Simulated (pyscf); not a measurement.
Optimised with ωB97X-D3(BJ)/def2-SVP in PySCF. Correlated levels are frozen-core, on RHF or UHF. ΔMP2 is the change of the MP2 total energy from the triple- to the quadruple-zeta basis.

**Question.** Estimate by transition-state theory (the high-pressure limit) the rate constant of `[OH][SnH]([OH])[Cl]` -> `[OH][Sn][OH]` [singlet] + `[ClH]` (singlet surface; Cl–Sn, H–Sn broken, Cl–H formed) at 600 K, with CCSD(T)/def2-TZVPP + ΔMP2(QZVPP) energies (ideal gas, 1 atm, RRHO with modes under 100 cm⁻¹ raised to 100, one conformer, R ln 2 for rigid chiral ones; no tunnelling).

**Answer.** The electronic barrier is 45.0 kcal/mol and the thermal terms add -1.1, so ΔG‡ = 43.9 kcal/mol. With k_BT/h = 1.25e+13 s⁻¹ and RT = 1.192 kcal/mol, k = 1.3e-03 s⁻¹; so small a molecule is far into fall-off at 1 atm, where the true rate is lower. Wigner's tunnelling factor for 1221i cm⁻¹ would be 1.36. A shift of 1 kcal/mol in the barrier changes k by a factor 2.3. On the product side the descent ends in a complex (not fully relaxed), 5.1 kcal/mol under the separated species and 35.8 kcal/mol under the saddle at ωB97X-D3(BJ)/def2-TZVP. At ωB97X-D3(BJ) the barrier from the zero used here is 49.1 kcal/mol. This is the saddle that the search found; another between the same sides may lie lower. The CCSD(T) − MP2 part came from Ansatz, without density fitting, on the same reference. The frozen core leaves the outer d or s,p core shells of the metals and heavy elements correlated in the MP2 and CC values, and def2-TZVPP describes them poorly, which can shift differences by a few kcal/mol. Elements past Kr carry the def2 core potentials, without spin-orbit coupling.
